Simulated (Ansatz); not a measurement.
Results of BLYP in Ansatz (plane waves, PAW) for diamond-structure Si.

Settings: plane-wave cutoff 520 eV, 12×12×12 k mesh, Fermi–Dirac smearing 0.01 eV, scalar-relativistic PAW data made under PBE.

Computed at the level's own relaxed cell.

### Question
Estimate the volume per atom, direct gap at Γ and lattice constant a that the calculation returns.

### Answer

- volume per atom: 21.17 Å³/atom
- direct gap at Γ: 2.65 eV
- lattice constant a: 5.533 Å

Measured, for comparison: equilibrium volume per atom 19.91 Å³/atom, lattice constant a 5.421 Å (static lattice: zero-point anharmonic expansion removed; as tabulated in Mejia-Rodriguez and Trickey (2018), arXiv:1807.09216). Computed (rounded) less measured: equilibrium volume per atom +6.3 %, lattice constant a +2.1 %.

Cost on a shared machine: roughly 13 core-seconds.

Ansatz is a first-principles code.
